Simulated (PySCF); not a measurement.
# PBE0/6-31+G(d) (spherical functions) run of [SiH3]+ (SMILES [SiH3+])

What is the vertical ionisation energy of [SiH3]+ at PBE0/6-31+G* (spherical functions)? The job is set up through a Python script.

The results are computed with PySCF 2.14.0.

## 1. The molecule

[SiH3]+: 4 atoms, total charge +1, spin state singlet. As SMILES, `[SiH3+]`. The coordinates come from a PBE0-D4/def2-TZVP relaxation.

Bond lengths: Si1–H2 1.472 Å, Si1–H3 1.472 Å, Si1–H4 1.472 Å. Angles: H2–Si1–H3 120.0°, H2–Si1–H4 120.0°, H3–Si1–H4 120.0°.

## 2. The energy at PBE0/6-31+G(d) (spherical functions)

input.xyz

```xyz
4

Si     0.000000     0.000000     0.000000
H      0.686900     0.675400     1.113000
H     -0.118400    -1.467200    -0.009900
H     -0.568500     0.791700    -1.103100
```

run.py

```python
from pyscf import gto, dft

system = gto.M(
    atom='input.xyz',
    spin=0,
    verbose=4,
    max_memory=1860,
    charge=1,
    basis='6-31+g*',
)

calc0 = dft.RKS(system, xc='pbe0')
calc0.grids.level = 4
calc0.conv_tol = 1e-10
calc0.kernel()
if not calc0.converged:
    calc0 = calc0.newton().run(calc0.mo_coeff, calc0.mo_occ)

etot = calc0.e_tot
print('E(%s) = %.9f' % ('PBE0', etot))
```

Started as:

```console
OMP_NUM_THREADS=1 python run.py
```

Output:

```text
PySCF version 2.14.0

[INPUT] num. atoms = 4
[INPUT] num. electrons = 16
[INPUT] charge = 1
[INPUT] spin (= nelec alpha-beta = 2S) = 0
[INPUT] symmetry False subgroup None
[INPUT] Mole.unit = angstrom
[INPUT] Symbol           X                Y                Z      unit          X                Y                Z       unit  Magmom
[INPUT]  1 Si     0.000000000000   0.000000000000   0.000000000000 AA    0.000000000000   0.000000000000   0.000000000000 Bohr   0.0
[INPUT]  2 H      0.686900000000   0.675400000000   1.113000000000 AA    1.298052874964   1.276321024531   2.103265176641 Bohr   0.0
[INPUT]  3 H     -0.118400000000  -1.467200000000  -0.009900000000 AA   -0.223743573149  -2.772606169962  -0.018708288633 Bohr   0.0
[INPUT]  4 H     -0.568500000000   0.791700000000  -1.103100000000 AA   -1.074309301815   1.496096172818  -2.084556888008 Bohr   0.0

nuclear repulsion = 15.7214500944607
number of shells = 16
number of NR pGTOs = 67
number of NR cGTOs = 28
basis = 6-31+g*
ecp = {}

******** <class 'pyscf.dft.rks.RKS'> ********
method = RKS
initial guess = minao
damping factor = 0
level_shift factor = 0
DIIS = <class 'pyscf.scf.diis.CDIIS'>
diis_start_cycle = 1
diis_space = 8
diis_damp = 0
SCF conv_tol = 1e-10
SCF conv_tol_grad = None
SCF max_cycles = 50
direct_scf = True
direct_scf_tol = 1e-13
XC library pyscf.dft.libxc version 7.0.0
    S. Lehtola, C. Steigemann, M. J.T. Oliveira, and M. A.L. Marques.,  SoftwareX 7, 1–5 (2018)
XC functionals = pbe0
radial grids:
    Treutler-Ahlrichs [JCP 102, 346 (1995); DOI:10.1063/1.469408] (M4) radial grids

becke partition: Becke, JCP 88, 2547 (1988); DOI:10.1063/1.454033
pruning grids: <function nwchem_prune>
grids dens level: 4
symmetrized grids: False
atomic radii adjust function: <function treutler_atomic_radii_adjust>
small_rho_cutoff = 0
Set gradient conv threshold to 1e-05
Initial guess from minao.
tot grids = 76048
init E= -290.874682738749
  HOMO = -0.382910522895784  LUMO = -0.144596718315563  gap/eV = 6.48485
cycle= 1 E= -290.756480894809  delta_E= 0.118  |g|= 0.214  |ddm|= 1.49
  HOMO = -0.68554326025524  LUMO = -0.419818370431386  gap/eV = 7.23074
cycle= 2 E= -290.774625321521  delta_E= -0.0181  |g|= 0.0978  |ddm|= 0.566
  HOMO = -0.656345283969572  LUMO = -0.379013046076443  gap/eV = 7.54659
cycle= 3 E= -290.778280709473  delta_E= -0.00366  |g|= 0.00353  |ddm|= 0.181
  HOMO = -0.652888775524864  LUMO = -0.376795799641254  gap/eV = 7.51287
cycle= 4 E= -290.77828467802  delta_E= -3.97e-06  |g|= 0.000185  |ddm|= 0.00504
  HOMO = -0.653003087127204  LUMO = -0.376846174202762  gap/eV = 7.51461
cycle= 5 E= -290.778284698997  delta_E= -2.1e-08  |g|= 2.38e-05  |ddm|= 0.000435
  HOMO = -0.653000569505209  LUMO = -0.376849762955872  gap/eV = 7.51445
cycle= 6 E= -290.778284699204  delta_E= -2.06e-10  |g|= 8.82e-07  |ddm|= 3.47e-05
  HOMO = -0.653000534566816  LUMO = -0.376849810108504  gap/eV = 7.51444
cycle= 7 E= -290.778284699205  delta_E= -1.14e-12  |g|= 7.19e-08  |ddm|= 2.85e-06
  HOMO = -0.653000531313325  LUMO = -0.376849825105554  gap/eV = 7.51444
Extra cycle  E= -290.778284699205  delta_E= 2.27e-13  |g|= 1.91e-08  |ddm|= 2.03e-07
converged SCF energy = -290.778284699205
E(PBE0) = -290.778284699
```

Wall time 3.6 s (1 thread of Intel Xeon Platinum 8175M at 2.50GHz (Skylake/Cascade Lake), shared host); peak memory 0.18 GiB.

## 3. Doublet [SiH3]2+, same level

job.py

```python
from pyscf import gto, dft

system = gto.M(
    atom='''
Si   0.000000   0.000000   0.000000
H    0.686900   0.675400   1.113000
H   -0.118400  -1.467200  -0.009900
H   -0.568500   0.791700  -1.103100
''',
    charge=2,
    verbose=4,
    basis='6-31+g*',
    max_memory=1860,
    spin=1,
)

ks = dft.UKS(system)
ks.xc = 'pbe0'
ks.conv_tol = 1e-10
ks.grids.level = 4
ks.kernel()
if not ks.converged:
    ks = ks.newton().run(ks.mo_coeff, ks.mo_occ)

e_tot = ks.e_tot
print('Final energy', e_tot)
```

Started as:

```console
OMP_NUM_THREADS=1 python job.py
```

Output:

```text
PySCF version 2.14.0

[INPUT] num. atoms = 4
[INPUT] num. electrons = 15
[INPUT] charge = 2
[INPUT] spin (= nelec alpha-beta = 2S) = 1
[INPUT] symmetry False subgroup None
[INPUT] Mole.unit = angstrom
[INPUT] Symbol           X                Y                Z      unit          X                Y                Z       unit  Magmom
[INPUT]  1 Si     0.000000000000   0.000000000000   0.000000000000 AA    0.000000000000   0.000000000000   0.000000000000 Bohr   0.0
[INPUT]  2 H      0.686900000000   0.675400000000   1.113000000000 AA    1.298052874964   1.276321024531   2.103265176641 Bohr   0.0
[INPUT]  3 H     -0.118400000000  -1.467200000000  -0.009900000000 AA   -0.223743573149  -2.772606169962  -0.018708288633 Bohr   0.0
[INPUT]  4 H     -0.568500000000   0.791700000000  -1.103100000000 AA   -1.074309301815   1.496096172818  -2.084556888008 Bohr   0.0

[... 39 lines left out ...]
WARN: beta  nocc = 7  HOMO -0.382917821568369 >= LUMO -0.382910522895783
[... 54 lines left out ...]
converged SCF energy = -290.014558694277  <S^2> = 0.75884902  2S+1 = 2.0088295
Final energy -290.0145586942774
```

Run time: 6.6 s. Hardware: 1 thread of Intel Xeon Platinum 8175M at 2.50GHz (Skylake/Cascade Lake), shared host; peak memory 0.2 GiB.

## 4. What came out

Level: PBE0/6-31+G* (spherical functions).

| quantity | value |
| --- | --- |
| singlet [SiH3]+: total energy | -290.77828 Eh |
| singlet [SiH3]+: HOMO energy | -17.77 eV |
| singlet [SiH3]+: LUMO energy | -10.25 eV |
| singlet [SiH3]+: HOMO–LUMO gap | 7.51 eV |
| doublet [SiH3]2+: total energy | -290.01456 Eh |
| doublet [SiH3]2+: HOMO energy (highest over α and β) | -25.56 eV |
| doublet [SiH3]2+: LUMO energy (lowest over α and β) | -23.65 eV |
| doublet [SiH3]2+: ⟨S²⟩ | 0.759 |
| vertical ionisation energy (to the doublet dication) | 20.782 eV |

What this shows: The vertical ionisation energy comes to 20.78 eV (479 kcal/mol). The negative HOMO energy of the first species, 17.77 eV, lies 3.01 eV below that difference. Mulliken charges (singlet [SiH3]+) run from +0.08 on H2 to +0.77 on Si1; in a basis this large or diffuse they mean little.
